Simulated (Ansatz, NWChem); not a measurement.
**SiF2 (SMILES F[Si]F): the vertical energy of the triplet above the singlet from total energies**

SiF2 has 3 atoms, charge 0, and is taken as a singlet. As SMILES, `F[Si]F`. The coordinates come from a PBE0-D4/def2-TZVP relaxation.

```xyz
3

F     0.1663    1.2468    0.2294
Si   -0.5949   -0.0464   -0.3301
F     0.4286   -1.2004    0.1007
```

Both states at this one shape; open shells run unrestricted unless said. 1 Eh = 27.2114 eV.

```tsv
level	program	singlet SiF2 (Eh)	triplet SiF2 (Eh)
SVWN5/def2-TZVP	Ansatz	-486.969850	-486.846016
M06-L/def2-TZVP	NWChem	-489.328048	-489.210094
B3LYP/STO-3G	Ansatz	-482.910425	-482.780473
MP2/def2-TZVP, 7 core orbitals frozen	Ansatz	-488.606717	-488.492369
```

Task: Work out the vertical gap, second state less first, at each level.

Result: 
1. SVWN5/def2-TZVP: -486.846016 − (-486.969850) = 0.123834 Eh = 3.37 eV.
2. M06-L/def2-TZVP: -489.210094 − (-489.328048) = 0.117954 Eh = 3.21 eV.
3. B3LYP/STO-3G: -482.780473 − (-482.910425) = 0.129952 Eh = 3.54 eV.
4. MP2/def2-TZVP: -488.492369 − (-488.606717) = 0.114348 Eh = 3.11 eV.

No measured value is set beside it here; the levels span 3.11 to 3.54 eV. Minimal sets are far from the basis-set limit.
